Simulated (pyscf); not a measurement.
Multi-bond step: HO–SiH₂–OH (SMILES O[SiH2]O) + H₂O (SMILES O) → HO–SiH: (SMILES O[SiH]) [singlet] + H₂O (SMILES O) + H₂O (SMILES O)

Gas phase, singlet surface, charge 0. Bonds broken: Si2–O3, Si2–H9, H5–O8. Bonds formed: O3–H5, O8–H9. Optimised with ωB97X-D3(BJ)/def2-SVP in PySCF.

Transition state (Å):

```xyz
10

O     -0.6826     1.5782    -0.8751
Si     0.2631     0.5117     0.0383
O     -0.7912    -1.0098     0.0717
H     -0.5233     1.5682    -1.8243
H     -1.0363    -0.9821     1.3177
H      1.3255     0.0659    -0.9533
H     -1.5045    -1.0775    -0.5761
O     -0.8572    -0.5927     2.3951
H     -0.1816     0.1822     1.9087
H     -0.2522    -1.2139     2.8279
```

One imaginary mode, 1227i cm⁻¹; descent along it reached the two sides named, in the forms told below.

```json
[
 {"bond": "Si2–O3", "change": "breaks", "reactant side (Å)": "1.677", "saddle": "1.851", "product side": "2.047"},
 {"bond": "Si2–H9", "change": "breaks", "reactant side (Å)": "1.477", "saddle": "1.951", "product side": "2.584"},
 {"bond": "H5–O8", "change": "breaks", "reactant side (Å)": "0.969", "saddle": "1.160", "product side": "1.677"},
 {"bond": "O3–H5", "change": "forms", "reactant side (Å)": "1.963", "saddle": "1.270", "product side": "0.998"},
 {"bond": "O8–H9", "change": "forms", "reactant side (Å)": "3.0", "saddle": "1.137", "product side": "0.980"}
]
```

Electronic energies relative to the separated reactants (kJ/mol):

```csv
level,barrier,reaction energy,reverse barrier
ωB97X-D3(BJ)/def2-TZVP,244.4,+310.0,-65.6
PBE/def2-TZVP,194.9,+281.6,-86.7
r²SCAN/def2-TZVP,222.5,+315.7,-93.1
B3LYP-D3(BJ)/def2-TZVP,230.2,+293.3,-63.1
PBE0-D3(BJ)/def2-TZVP,218.4,+301.2,-82.8
M06-2X/def2-TZVP,240.4,+305.3,-65.0
ωB97M-D3(BJ)/def2-TZVP,238.5,+290.1,-51.6
HF/def2-TZVP,343.9,+307.3,36.6
```

With ωB97M-D3(BJ)/def2-TZVP energies and thermal terms (ideal gas, 1 atm, RRHO with modes under 100 cm⁻¹ raised to 100, one conformer, R ln 2 for chiral ones without a mode under 150 cm⁻¹), in kJ/mol:

| T (K) | ΔH‡ | ΔG‡ | ΔH | ΔG |
|---|---|---|---|---|
| 298 | 232.2 | 277.1 | +286.4 | +242.0 |
| 600 | 232.1 | 322.9 | +284.9 | +197.3 |
| 900 | 234.5 | 367.9 | +280.7 | +154.4 |
| 1200 | 237.8 | 411.9 | +275.6 | +113.1 |

On the product side the descent ends in an adduct with a O–Si contact, 105.8 kJ/mol under the separated species and 40.2 kJ/mol under the saddle at ωB97X-D3(BJ)/def2-TZVP. At ωB97X-D3(BJ)/def2-TZVP, PBE, r²SCAN, B3LYP-D3(BJ), PBE0-D3(BJ), M06-2X, ωB97M-D3(BJ) the saddle lies under the separated products, which points to a path from their complex (located at ωB97X-D3(BJ) alone), and parting the products costs more than the saddle. What is counted as broken (O–Si) persists as a longer contact in the product adduct; parting that adduct is a step of its own. The same reactants have a lower exit, to HO–SiH(OH)–OH + H₂ (barrier +119.1 kJ/mol at ωB97M-D3(BJ)/def2-TZVP, against +238.5 kJ/mol here). One saddle was located; it need not be the lowest between these sides.
